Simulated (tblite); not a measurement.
Compound: C4H7N2 (doublet state).
Atom-mapped SMILES: `[CH2:1]=[CH:2][N:3][CH2:4][N:5]=[CH2:6]` (hydrogens: H7, H8 on C1; H9 on C2; H10, H11 on C4; H12, H13 on C6)

Structure optimised with GFN2-xTB, isolated species. This method treats the open shell by occupation alone, without spin polarisation.

Task: What internal coordinates does the optimisation give?

Result: 
| bond | length (bohr) |
| --- | --- |
| C1=C2 | 2.587 |
| C2–N3 | 2.472 |
| N3–C4 | 2.664 |
| C4–N5 | 2.716 |
| N5=C6 | 2.364 |
| C1–H7 | 2.030 |
| C1–H8 | 2.030 |
| C2–H9 | 2.077 |
| C4–H10, C4–H11 | 2.088 |
| C6–H12 | 2.043 |
| C6–H13 | 2.058 |

Bonds in one row agree within 0.02 bohr and their mean is given. A selection of angles:
| angle | degrees |
| --- | --- |
| C2–C1–H7 | 121.3 |
| C2–C1–H8 | 120.2 |
| H7–C1–H8 | 118.5 |
| C1–C2–N3 | 121.4 |
| C1–C2–H9 | 118.5 |
| N3–C2–H9 | 120.1 |
| C2–N3–C4 | 119.5 |
| N3–C4–N5 | 114.0 |
| N3–C4–H10 | 109.1 |
| N3–C4–H11 | 113.9 |
| N5–C4–H10 | 105.7 |
| N5–C4–H11 | 106.8 |
| H10–C4–H11 | 106.8 |
| C4–N5–C6 | 122.5 |
| N5–C6–H12 | 117.5 |
| N5–C6–H13 | 124.7 |
| H12–C6–H13 | 117.8 |

Dihedral angles: C1–C2–N3–C4 179° (antiperiplanar); C2–N3–C4–N5 136° (anticlinal); N3–C4–N5–C6 22° (synperiplanar). The mirror-image conformer, all signs reversed, is as good.

C2 (carbon bonded to C, N and H) is planar (angles 121.4°, 120.1° and 118.5°, sum 360.0°, 0.00 Å off the plane of its three neighbours). C6 (carbon bonded to N and 2 H) is planar (angles 124.7°, 117.8° and 117.5°, sum 360.0°, 0.00 Å off the plane of its three neighbours). Of the pairs four or more bonds apart, N3···H13 is among the closest relative to their van der Waals radii: 2.47 Å, 90 % of the sum of Bondi's values. N3 (nitrogen bonded to 2 C) is bent (angle 119.5°). C1 (carbon bonded to C and 2 H) is planar (angles 121.3°, 120.2° and 118.5°, sum 360.0°, 0.01 Å off the plane of its three neighbours). The C–N distances run from 1.251 Å (N5=C6, drawn double) to 1.437 Å (C4–N5, drawn single), a spread of 0.186 Å.

Point group: C1 (no symmetry element, even within 0.4 Å). Its GFN2-xTB frequencies are all real (lowest 72 cm⁻¹).

These are computed values.
